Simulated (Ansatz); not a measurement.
Worked example: HAl–CH, quartet against HAl–CH, doublet

Geometry (PBE0/def2-TZVP stationary point of a doublet), kept for both states (HAl–CH, doublet: A''; HAl–CH, quartet: A''):

```xyz
4

Al    0.0000   -0.1078    0.5675
C     0.0000    0.1965   -1.2432
H     0.0000    0.8566    1.8248
H     0.0000   -0.3133   -2.2039
```

Basis 6-31G; Ansatz 0.2.0. Correlated methods freeze the noble-gas cores. R marks a restricted (for open shells ROHF) determinant, U an unrestricted one.

Full CI is exact within this basis and frozen core; it isn't the basis-set limit. The frozen core follows each run's orbitals, which can shift R against U totals by a few meV.

Unrestricted rows (U, and Kohn–Sham where it breaks symmetry) aren't spin-pure: their determinants' ⟨S²⟩ exceeds S(S+1) by up to 0.81, so they mix in states of higher spin.

| level | E(HAl–CH, doublet) (hartree) | E(HAl–CH, quartet) (hartree) |
| --- | --- | --- |
| UHF | -280.784569 | -280.765274 |
| UMP2 | -280.861874 | -280.837199 |
| UCCSD(T) | -280.900209 | -280.861078 |
| PBE | -281.346249 | -281.300536 |
| r2SCAN | -281.486793 | -281.449918 |
| full CI | -280.903415 | -280.861744 |

Q: Give the vertical gap, HAl–CH quartet less HAl–CH doublet, at each level in eV (1 hartree = 27.2114 eV), and each error against full CI.

A: full CI: (-280.861744 − (-280.903415)) × 27.2114 = 1.134 eV (the reference)
r2SCAN: (-281.449918 − (-281.486793)) × 27.2114 = 1.003 eV, error -0.131 eV
PBE: (-281.300536 − (-281.346249)) × 27.2114 = 1.244 eV, error 0.110 eV
UCCSD(T): (-280.861078 − (-280.900209)) × 27.2114 = 1.065 eV, error -0.069 eV
UMP2: (-280.837199 − (-280.861874)) × 27.2114 = 0.671 eV, error -0.463 eV
UHF: (-280.765274 − (-280.784569)) × 27.2114 = 0.525 eV, error -0.609 eV

Total energies of functionals can't be set beside those of wave-function methods, since they hold the core's correlation and their own absolute errors; only the differences compare.

The set has no polarisation functions, so the order and spacing of states can differ from the basis-set limit.

In so small a basis the reference is far from its limit while semilocal and hybrid functionals are nearer theirs, so the functionals' errors here hold much of the reference's basis and frozen-core error, which can add to them or hide them.

Each level lands on the state that its own search finds. T1 diagnostics of restricted CCSD: 0.049 and 0.023.
